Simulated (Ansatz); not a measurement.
**BHClF (SMILES FBCl): functionals against CCSD(T) at one geometry**

A test off equilibrium: a structure displaced at random from a GFN2-xTB minimum is computed at several levels, and each is set against CCSD(T).

Computed with Ansatz 0.2.0, Gaussian basis. Level: single points in def2-TZVPP.

Cores are frozen in the correlated methods.

### 1 The system as given

SMILES `FBCl`, 4 atoms, charge 0, spin multiplicity 1.

Atoms are counted from 1 here; the program's logs count them from 0.

Bond lengths: F1–B2 1.476 Å, B2–Cl3 1.724 Å, B2–H4 1.191 Å. Angles: F1–B2–Cl3 117.5°, F1–B2–H4 116.2°, Cl3–B2–H4 126.3°.

Coordinates:

```xyz
4
charge 0, multiplicity 1
F     1.31540    0.32180   -0.52200
B     0.03430   -0.09520    0.07980
Cl   -1.41110    0.56600   -0.58760
H     0.10490   -0.86710    0.98470
```

### 2 CCSD(T)/def2-TZVPP

Contents of run/in.yaml:

```yaml
crystal:
  periodic: [false, false, false]
  atoms:
    - {symbol: F, position_ang: [1.315400, 0.321800, -0.522000]}
    - {symbol: B, position_ang: [0.034300, -0.095200, 0.079800]}
    - {symbol: Cl, position_ang: [-1.411100, 0.566000, -0.587600]}
    - {symbol: H, position_ang: [0.104900, -0.867100, 0.984700]}
basis:
  gaussian: {orbitals: def2-TZVPP}
correlation: {method: ccsd_t}
output: {forces: true}
```

No record of the launch command was kept for these runs.

### 3 PBE0-D4/def2-TZVPP

Edit run/in.yaml of step 2 so:

```diff
@@ -9,3 +9,3 @@
   gaussian: {orbitals: def2-TZVPP}
-correlation: {method: ccsd_t}
-output: {forces: true}
+hamiltonian: {xc: pbe0, dispersion: d4}
+output: {forces: true, orbitals: {seedname: orbitals}}
```

### 4 wB97M-V/def2-TZVPP

Edit run/in.yaml of step 3 so:

```diff
@@ -9,3 +9,3 @@
   gaussian: {orbitals: def2-TZVPP}
-hamiltonian: {xc: pbe0, dispersion: d4}
-output: {forces: true, orbitals: {seedname: orbitals}}
+hamiltonian: {xc: {name: wB97M-V}}
+output: {forces: true}
```

### 5 r2SCAN-D4/def2-TZVPP

Edit run/in.yaml of step 4 so:

```diff
@@ -9,3 +9,3 @@
   gaussian: {orbitals: def2-TZVPP}
-hamiltonian: {xc: {name: wB97M-V}}
+hamiltonian: {xc: r2scan, dispersion: d4}
 output: {forces: true}
```

### 6 PBE-D4/def2-TZVPP

Edit run/in.yaml of step 5 so:

```diff
@@ -9,3 +9,3 @@
   gaussian: {orbitals: def2-TZVPP}
-hamiltonian: {xc: r2scan, dispersion: d4}
+hamiltonian: {xc: pbe, dispersion: d4}
 output: {forces: true}
```

### 7 r2SCAN0-D4/def2-TZVPP

Edit run/in.yaml of step 6 so:

```diff
@@ -9,3 +9,3 @@
   gaussian: {orbitals: def2-TZVPP}
-hamiltonian: {xc: pbe, dispersion: d4}
+hamiltonian: {xc: {name: r2SCAN0}, dispersion: d4}
 output: {forces: true}
```

### 8 wB97X-V/def2-TZVPP

Edit run/in.yaml of step 7 so:

```diff
@@ -9,3 +9,3 @@
   gaussian: {orbitals: def2-TZVPP}
-hamiltonian: {xc: {name: r2SCAN0}, dispersion: d4}
+hamiltonian: {xc: {name: wB97X-V}}
 output: {forces: true}
```

(Steps that only read results are left out.)

Before running it: what results should come out? Wanted: energy less free atoms, CCSD(T)/def2-TZVPP; RMS force component; RMS force error; HOMO and LUMO, PBE0-D4; T1 diagnostic.

As calculated:

```
                                  quantity                                                                                              value
energy less free atoms, CCSD(T)/def2-TZVPP                                                                                    -342.2 kcal/mol
                       RMS force component                                                               1.575 to 1.856 eV/Å over the methods
                           RMS force error  PBE0-D4 0.088, wB97M-V 0.056, r2SCAN-D4 0.060, PBE-D4 0.203, r2SCAN0-D4 0.137, wB97X-V 0.055 eV/Å
                    HOMO and LUMO, PBE0-D4                                                                                 -9.84 and -1.61 eV
                             T1 diagnostic                                                                                              0.014
```

What this shows: Against CCSD(T) the functionals' energies less atoms differ by -20.2 to -4.8 kcal/mol, PBE-D4 by -20.2 kcal/mol. The reference is not at the basis limit: in triple zeta CCSD(T) underbinds, which counts against methods that bind more; the gaps are no ranking. The forces of wB97X-V come nearest to CCSD(T), those of PBE-D4 are farthest. Frozen-core CCSD(T) forces in triple zeta carry basis errors of their own, and this is one geometry, so small gaps rank nothing.
